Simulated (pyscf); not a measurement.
## Four-centre exchange: HS–GeH₃ + hydrogen (H₂) → HS–GeH₃ + hydrogen (H₂)

Gas phase, singlet surface, charge 0. Bonds broken: S1–H3, H7–H8. Bonds formed: S1–H7, H3–H8. Structures and frequencies: ωB97X-D3(BJ)/def2-SVP in PySCF.

Transition state (Å):

```xyz
8

S      0.4585    -0.4258     0.3391
Ge    -1.4700     0.6467     0.3173
H      0.0363    -1.1944    -1.2021
H     -2.0077     0.5571    -1.1289
H     -2.4620    -0.0199     1.2788
H     -1.2667     2.1176     0.7020
H      0.5106    -0.3464    -1.4316
H      0.1281    -0.9261    -2.1924
```

One imaginary mode, 2766i cm⁻¹; descent along it reached the two sides named.

| bond | change | reactant side (Å) | saddle | product side |
|---|---|---|---|---|
| S1–H3 | breaks | 1.348 | 1.773 | 3.0 |
| H7–H8 | breaks | 0.761 | 1.030 | 3.3 |
| S1–H7 | forms | 3.0 | 1.773 | 1.351 |
| H3–H8 | forms | 3.3 | 1.030 | 0.762 |

Electronic energies relative to the separated reactants (eV):

| level | barrier | reaction energy | reverse barrier |
|---|---|---|---|
| ωB97X-D3(BJ)/def2-TZVP | 3.12 | 0.00 | 3.12 |
| PBE/def2-TZVP | 2.55 | 0.00 | 2.55 |
| r²SCAN/def2-TZVP | 2.75 | 0.00 | 2.75 |
| B3LYP-D3(BJ)/def2-TZVP | 2.90 | 0.00 | 2.90 |
| PBE0-D3(BJ)/def2-TZVP | 2.77 | 0.00 | 2.77 |
| M06-2X/def2-TZVP | 3.13 | 0.00 | 3.13 |
| ωB97M-D3(BJ)/def2-TZVP | 3.04 | 0.00 | 3.04 |
| HF/def2-TZVP | 3.96 | 0.00 | 3.96 |

With ωB97M-D3(BJ)/def2-TZVP energies and thermal terms (ideal gas, 1 atm, RRHO with modes under 100 cm⁻¹ raised to 100, one conformer, R ln 2 for chiral ones without a mode under 150 cm⁻¹), in eV:

| T (K) | ΔH‡ | ΔG‡ | ΔH | ΔG |
|---|---|---|---|---|
| 298 | 3.02 | 3.39 | 0.00 | 0.00 |
| 600 | 2.98 | 3.78 | 0.00 | 0.00 |
| 900 | 2.98 | 4.17 | 0.00 | 0.00 |
| 1200 | 3.00 | 4.57 | 0.00 | 0.00 |

The same reactants have a lower exit, to H₂S + GeH₄ (barrier +2.58 eV at ωB97M-D3(BJ)/def2-TZVP, against +3.04 eV here). One saddle was located; it need not be the lowest between these sides. Elements up to Kr have no core potential and no relativistic terms here.
